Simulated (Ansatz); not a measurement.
# BFH3N: molecular dynamics

Aim: follow the molecule's vibrations and see whether its bonds hold. The start is relaxed first. Runs: 300 steps of 0.5 fs at constant energy, with velocities drawn for 3000 K. SMILES of the start: NBF.

Method: RKS B3LYP/6-31G*, in Ansatz 0.2.0.

## 1. The system as given

Bond lengths: B1–F2 1.320 Å, B1–H3 1.190 Å, B1–N4 1.550 Å, N4–H5 1.060 Å, N4–H6 1.060 Å. Angles: F2–B1–H3 120.0°, F2–B1–N4 120.0°, H3–B1–N4 120.0°, B1–N4–H5 120.0°, B1–N4–H6 120.0°, H5–N4–H6 120.0°.

Structure file:

```xyz
6

B     0.0000    0.0000    0.0000
F     0.0000    0.0000    1.3200
H     1.0305    0.0000   -0.5950
N    -1.3423    0.0000   -0.7750
H    -2.0112   -0.8164   -0.6764
H    -1.5914    0.8164   -1.4036
```

## 2. Preparing the start

File input.yaml:

```yaml
crystal:
  periodic: [false, false, false]
  atoms:
    - { symbol: B, position_ang: [0.0, 0.0, 0.0] }
    - { symbol: F, position_ang: [0.0, 0.0, 1.32] }
    - { symbol: H, position_ang: [1.0305, 0.0, -0.595] }
    - { symbol: "N", position_ang: [-1.3423, 0.0, -0.775] }
    - { symbol: H, position_ang: [-2.0112, -0.8164, -0.6764] }
    - { symbol: H, position_ang: [-1.5914, 0.8164, -1.4036] }
basis:
  gaussian: { orbitals: "6-31G*" }
hamiltonian:
  xc: b3lyp
relax:
  f_tol: 0.02
  max_steps: 40
```

Launch:

```
> ansatz run input.yaml --threads 1 --pin off --max-ram 2048MiB --backend cpu --events-out ev --progress --plain --runs-dir out
```

After this run come: Dynamics.

**Question.** What will these runs give? Wanted: relaxation of the start; temperature, first and last step; temperature, second half; potential energy, second half; largest change of the total energy; bonds formed or broken.

As calculated:

| quantity | value |
| --- | --- |
| relaxation of the start | 6 moves, 1.194 eV lower |
| length | 300 steps of 0.5 fs |
| temperature, first and last step | 3000 and 1144 K |
| temperature, second half | mean 1448 K, from 449 to 2564 K |
| potential energy, second half | +134 meV/atom from the start |
| largest change of the total energy | 0.54 meV/atom |
| bonds formed or broken | 0 |

What this shows: The temperature starts at 3000 K and averages 1448 K in the second half, where it ranges from 449 to 2564 K; a mean near half the start is what vibrations about a minimum give, since they share energy equally between motion and strain. The total energy strays from its start by at most 0.54 meV/atom, 0.4 % of the mean kinetic energy, which is good for a step of 0.5 fs. The bonding pattern survives the run. 150 fs on 6 atoms is far too short and small for converged averages.
